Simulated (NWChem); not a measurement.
dimethyl sulfide (C2H6S); SMILES CSC

Computed with NWChem. The geometry was optimised at PBE0/def2-SVP.

Diagonal of the polarisability tensor at PBE/def2-SVPD, static: 58.07, 43.46, 49.30 bohr³.

**Question.** Find the mean polarisability volume, the molar refraction, and the refractive index that an ideal gas of it would have at 273.15 K and 1 atm.

**Answer.** 
1. Mean: one third of the trace = 50.27 bohr³ × 0.14818 Å³/bohr³ = 7.45 Å³.
2. Molar refraction (Lorentz-Lorenz): (4π/3) N_A α = 18.8 cm³/mol.
3. Number density p/kT = 2.687 × 10⁻⁵ Å⁻³; n − 1 = 2π N α = 12.58 × 10⁻⁴.
4. These hold the electronic response alone: vibrational and orientational terms add to the static dielectric constant.
